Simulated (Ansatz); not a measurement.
Ansatz (a first-principles code) input (CCSD(T)/def2-SVPD):

Ansatz 0.2 input:
```yaml
crystal:
  periodic: [false, false, false]
  atoms:
    - {symbol: Li, position_ang: [-0.00000000, -0.00000000, -0.39768250]}
    - {symbol: H, position_ang: [0.00000000, 0.00000000, 1.19304749]}
basis:
  gaussian:
    orbitals: def2-SVPD
magnetization: {spin_polarized: false}
correlation: {method: ccsd_t, electrons: outside_noble_gas}
output: {forces: true}
```

Output:

```
Functional definition: HF
integrals: 0.00 GiB planned
246 factors; integrals over basis functions are off by at most 6.9e-4 eV
mean field: 0.04 GiB planned
mean field evaluation 1: about -216.9360 eV, gradient 6.4e0 eV
mean field evaluation 2: about -216.9359 eV, gradient 6.4e0 eV
mean field evaluation 4: about -217.1310 eV, gradient 2.3e-1 eV
mean field evaluation 8: about -217.1321 eV, gradient 9.4e-7 eV
mean field -217.13206154 eV, -7.9794560844 hartree, gradient 9.5e-7 eV, S^2 0.000000; 0 other end points of the search recorded, 0 dependent functions left out
1 core orbitals not correlated
reference -217.13206154 eV, -7.9794560844 hartree; 1, 1 occupied and 18, 18 virtual orbitals, 246 factors
densities: 0.04 GiB planned
second order -0.63253276 eV of doubles, -0.00000000 eV of singles
coupled cluster: 0.04 GiB planned
cycle   1  -0.79354412 eV  change   -1.6e-1 eV  update   3.6e-2
cycle   2  -0.86800390 eV  change   -7.4e-2 eV  update   1.4e-2
cycle   3  -0.87083545 eV  change   -2.8e-3 eV  update   4.8e-3
cycle   4  -0.87164351 eV  change   -8.1e-4 eV  update   2.3e-3
cycle   5  -0.87154480 eV  change    9.9e-5 eV  update   7.4e-4
cycle   6  -0.87146818 eV  change    7.7e-5 eV  update   2.7e-4
cycle   7  -0.87151689 eV  change   -4.9e-5 eV  update   7.5e-5
cycle   8  -0.87153659 eV  change   -2.0e-5 eV  update   1.4e-5
cycle   9  -0.87153031 eV  change    6.3e-6 eV  update   3.9e-6
cycle  10  -0.87153143 eV  change   -1.1e-6 eV  update   9.4e-7
perturbative correction 0.00000000 eV, 0.0000000000 hartree
the calculation of the forces begins
mean field evaluation 16: about -217.1321 eV, gradient 9.5e-7 eV
Total energy: -218.00359297 eV, -8.0114842736 hartree
Atom 0 at    -0.000000    -0.000000    -0.397682 Å, force     0.000000    -0.000000    -0.154082 eV/Å
Atom 1 at     0.000000     0.000000     1.193047 Å, force    -0.000000     0.000000     0.154082 eV/Å
Dipole moment:    -0.000000    -0.000000    -1.235976 e Å
```
